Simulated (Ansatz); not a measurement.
The input, for Ansatz 0.2.0:

```yaml
crystal:
  periodic: [false, false, false]
  atoms:
    - {symbol: B, position_ang: [0.028762, 0.050179, 1.315346]}
    - {symbol: P, position_ang: [-0.026262, -0.062559, -0.557827]}
    - {symbol: H, position_ang: [-0.342109, 1.049875, 1.859223]}
    - {symbol: H, position_ang: [0.329247, -0.899526, 1.976629]}
    - {symbol: H, position_ang: [0.511406, 1.233857, -0.802151]}
basis:
  gaussian: {orbitals: cc-pVDZ}
magnetization: {spin_polarized: true, initial_magnetization: 3}
hamiltonian: {xc: {name: PBE}}
output: {orbitals: {seedname: orbitals}}
```

```sh
$ ansatz run in.yaml --threads 1 --pin off --events-out ev --progress --plain --max-ram 2393MiB
```

Output:

```
590 factors; their error is unknown
mean field evaluation 1: about -9997.5442 eV, gradient 2.4e1 eV
mean field evaluation 2: about -9955.0346 eV, gradient 6.2e1 eV
mean field evaluation 4: about -10002.3365 eV, gradient 5.0e0 eV
mean field evaluation 8: about -10002.5626 eV, gradient 1.5e-1 eV
mean field evaluation 16: about -10002.5380 eV, gradient 4.9e-4 eV
mean field -10002.53795102 eV, -367.5864897362 hartree, gradient 6.0e-5 eV, S^2 3.755140; 1 other end points of the search recorded, 0 dependent functions left out
reference -10002.53798159 eV, -367.5864908597 hartree; 13, 10 occupied and 34, 37 virtual orbitals, 590 factors
Total energy: -10002.53798159 eV, -367.5864908597 hartree
```

Ran on 1 thread of Intel Xeon Platinum 8488C, shared host: 0.75 s wall, 0.17 GiB peak host memory.
